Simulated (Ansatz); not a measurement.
## PH4⁺, singlet: reading a ladder of total energies

Geometry: a point of a stretch scan, not a stationary point.

```yaml
atoms:
  - { symbol: P, position_ang: [0.0019, 0.0019, -0.0019] }
  - { symbol: H, position_ang: [0.8090, 0.8121, 0.8066] }
  - { symbol: H, position_ang: [-0.8742, -0.8690, 0.8718] }
  - { symbol: H, position_ang: [-0.8044, 0.8089, -0.8145] }
  - { symbol: H, position_ang: [0.8120, -0.8093, -0.8066] }
```

Basis 6-31G; Ansatz 0.2.0. Correlated methods freeze the noble-gas cores, which leaves 8 electrons in 16 orbitals. Prefix R: restricted or restricted open-shell reference.

Full CI is exact within this basis and frozen core; it isn't the basis-set limit.

Runs differ by some tens of microhartree through their thresholds, so steps under 0.03 kcal/mol mean nothing.

```json
{"level": "RHF", "total energy (hartree)": "-342.691591"}
{"level": "RMP2", "total energy (hartree)": "-342.760504"}
{"level": "RCCSD", "total energy (hartree)": "-342.785276"}
{"level": "RCCSD(T)", "total energy (hartree)": "-342.786104"}
{"level": "RCCSDT", "total energy (hartree)": "-342.786339"}
{"level": "RCCSDT(Q)", "total energy (hartree)": "-342.786380"}
{"level": "RCCSDTQ", "total energy (hartree)": "-342.786385"}
{"level": "full CI", "total energy (hartree)": "-342.786386"}
```

What is the correlation energy at full CI, and what share of it do RMP2 and RCCSD(T) recover?

E(corr) = -342.786386 − (-342.691591) = -0.094795 hartree = -2.580 eV. RMP2: -0.068913 / -0.094795 = 72.70 %. RCCSD(T): -0.094513 / -0.094795 = 99.70 %.

By how many kcal/mol does RCCSD(T) miss full CI (1 hartree = 627.509 kcal/mol), and which steps make up the rest?

-342.786104 − (-342.786386) = 0.000282 hartree = 0.18 kcal/mol. Steps: RCCSDT − RCCSD(T) = -0.15, RCCSDT(Q) − RCCSDT = -0.03, RCCSDTQ − RCCSDT(Q) = 0.00, full CI − RCCSDTQ = 0.00 kcal/mol. That is within 1 kcal/mol of the reference in this basis, which itself misses far more of the correlation at the basis-set limit.
